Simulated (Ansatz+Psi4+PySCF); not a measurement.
The numbers below are computed, except where a source is named.
## Psi4 1.11 run

```
molecule {
1 2
C 0.300000 0.300000 0.300000
H 1.069050 -0.292030 -0.196140
H 0.266880 0.039390 1.357870
H 0.532360 1.359650 0.193960
H -0.668300 0.092990 -0.155680
}

set basis cc-pVTZ
set reference uhf
set scf_type pk
set mp2_type conv
set cc_type conv
set num_frozen_docc 1
energy('mp2')
```

The input is written out from the run's settings.

Output:

- Converged: yes
- Reference energy: -39.72644 hartree
- Correlation energy: -0.15735 hartree
- Total energy: -39.88378 hartree
- Spin squared of the determinant: 0.758

Caution: MP2 on this radical cation hangs on the determinant chosen.
